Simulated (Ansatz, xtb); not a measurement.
**Ranking isomers of C6H11+**

10 gas-phase structures of C6H11+, from a drawn sample of its isomers (lower ones may exist). Each was relaxed with GFN2-xTB; where two conformers were screened, the lower at r2SCAN-D4/def2-SVP is listed:

A. `C/C=C(/C)[CH+]C`, a singlet
B. `C/C=C(\C)[CH+]C`, a singlet
C. `C/C=C/[C+](C)C`, a singlet
D. `C[C+]1CC[C@@H]1C`, a singlet
E. `C/C=C\[C+](C)C`, a singlet
F. `C[C+]1CC(C)C1`, a singlet
G. `C=C([CH+]C)CC`, a singlet
H. `C[CH+]/C=C\CC`, a singlet
I. `C=CC[C+](C)C`, a singlet
J. `C=C[C+](C)CC`, a singlet

**Question.** Estimate their order in r2SCAN-D4/def2-SVP energy at these geometries, lowest first.

**Answer.** Calculated order at r2SCAN-D4/def2-SVP: C (0.000), E (0.209), B (0.337), A (0.365), H (0.521), J (0.575), I (0.747), G (0.862), D (0.948), F (0.972) eV. Less than 1 kcal/mol parts B and A; D and F, so the order within those pairs means little.

Energies above the lowest of each column, in eV; the last columns are at PBE0-D3(BJ)/def2-SVP geometries and were run for some of them only (a dash: not run or not comparable):

```json
{"structure": "C", "GFN2-xTB": "0.000", "HF/STO-3G": "0.000", "r2SCAN-D4/def2-SVP": "0.000", "PBE0-D3(BJ)/def2-SVP": "0.000", "CCSD(T)/def2-SVP + ΔMP2/def2-TZVPP": "0.000"}
{"structure": "E", "GFN2-xTB": "0.148", "HF/STO-3G": "0.228", "r2SCAN-D4/def2-SVP": "0.209", "PBE0-D3(BJ)/def2-SVP": "0.226", "CCSD(T)/def2-SVP + ΔMP2/def2-TZVPP": "0.231"}
{"structure": "B", "GFN2-xTB": "0.398", "HF/STO-3G": "0.400", "r2SCAN-D4/def2-SVP": "0.337", "PBE0-D3(BJ)/def2-SVP": "0.352", "CCSD(T)/def2-SVP + ΔMP2/def2-TZVPP": "0.318"}
{"structure": "A", "GFN2-xTB": "0.399", "HF/STO-3G": "0.425", "r2SCAN-D4/def2-SVP": "0.365", "PBE0-D3(BJ)/def2-SVP": "relaxes to B", "CCSD(T)/def2-SVP + ΔMP2/def2-TZVPP": "–"}
{"structure": "H", "GFN2-xTB": "0.599", "HF/STO-3G": "0.471", "r2SCAN-D4/def2-SVP": "0.521", "PBE0-D3(BJ)/def2-SVP": "0.513", "CCSD(T)/def2-SVP + ΔMP2/def2-TZVPP": "0.463"}
{"structure": "J", "GFN2-xTB": "0.646", "HF/STO-3G": "0.467", "r2SCAN-D4/def2-SVP": "0.575", "PBE0-D3(BJ)/def2-SVP": "–", "CCSD(T)/def2-SVP + ΔMP2/def2-TZVPP": "–"}
{"structure": "I", "GFN2-xTB": "0.643", "HF/STO-3G": "1.001", "r2SCAN-D4/def2-SVP": "0.747", "PBE0-D3(BJ)/def2-SVP": "–", "CCSD(T)/def2-SVP + ΔMP2/def2-TZVPP": "–"}
{"structure": "G", "GFN2-xTB": "1.020", "HF/STO-3G": "0.832", "r2SCAN-D4/def2-SVP": "0.862", "PBE0-D3(BJ)/def2-SVP": "–", "CCSD(T)/def2-SVP + ΔMP2/def2-TZVPP": "–"}
{"structure": "D", "GFN2-xTB": "0.291", "HF/STO-3G": "0.156", "r2SCAN-D4/def2-SVP": "0.948", "PBE0-D3(BJ)/def2-SVP": "–", "CCSD(T)/def2-SVP + ΔMP2/def2-TZVPP": "–"}
{"structure": "F", "GFN2-xTB": "0.254", "HF/STO-3G": "0.204", "r2SCAN-D4/def2-SVP": "0.972", "PBE0-D3(BJ)/def2-SVP": "–", "CCSD(T)/def2-SVP + ΔMP2/def2-TZVPP": "–"}
```

Every level run on C puts it lowest or level with the lowest. Some further structures that were screened fall inside this span and aren't listed. Flexible structures stand in one conformer each, not always the lowest. Frequencies (GFN2-xTB) were run for B, C, E, H alone. ΔMP2 is the change of the MP2 energy from the smaller to the larger basis.

Over these structures GFN2-xTB departs from r2SCAN-D4/def2-SVP by 0.229 eV on average once a common shift is removed. A GFN2-xTB relaxation took about 0.13 s and the r2SCAN-D4/def2-SVP energy about 1.8 s on a shared host (Ansatz 0.2.0, xtb 6.7.1).
